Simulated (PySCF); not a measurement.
**A search over the determinants of LiSi**

Unrestricted PBE0; Li def2-TZVP, Si def2-TZVP; no relativity (PySCF 2.14). Outer shells of the fragments: Li 2s1; Si 3s2 3p2.

Followed along the bond (rough minima from three points):

| 2Ms+1 | unpaired | ⟨S²⟩ at the start | R at minimum (Å) | Te (eV) |
| --- | --- | --- | --- | --- |
| 4 | σ ↑, π ↑↑ | 3.75 | 2.36 | 0.00 |
| 2 | σ ↑, π ↑↓ | 1.77 | 2.38 | 0.48 |
| 2 | σ ↓, π ↑↑ | 1.77 | 2.40 | 0.51 |
| 2 | π ↑ | 0.76 | 2.56 | 0.59 |
| 2 | σ ↑ | 0.76 | 2.38 | 1.32 |

Solutions found at the starting distance of 2.400 Å, counted from the lowest of them; the search is not exhaustive and high or unbound solutions are not listed, so other states can lie among these:

```tsv
2Ms+1	unpaired	term	E (eV)	⟨S²⟩	⟨Lz²⟩	μ (D)
4	σ ↑, π ↑↑	⁴Σ⁻	0.00	3.75	0.00	-6.13
2	σ ↑, π ↑↓	mixed	0.48	1.77	2.03	-6.10
2	σ ↓, π ↑↑	mixed	0.51	1.77	0.00	-6.27
2	π ↑	²Π	0.63	0.76	1.01	-5.47
2	σ ↑	mixed	1.32	0.76	2.00	-5.61
2	π ↑	²Π	2.07	0.76	1.02	-5.28
4	σ ↑↑, π ↑	⁴Π	2.24	3.76	1.01	4.96
2	σ ↑↑, π ↓	mixed	2.53	1.77	1.01	5.02
4	σ ↑, π ↑↑	mixed	3.53	3.76	2.01	1.25
4	σ ↑↑, π ↑	⁴Π	6.07	3.80	1.01	-5.56
4	σ ↑↑↑, π ↑↓	mixed	8.24	4.75	2.02	4.74
```

A term symbol is given only where ⟨S²⟩ and ⟨Lz²⟩ are close to those of a pure state; real π, δ and φ orbitals otherwise mix terms. A positive dipole means Li(−)Si(+).
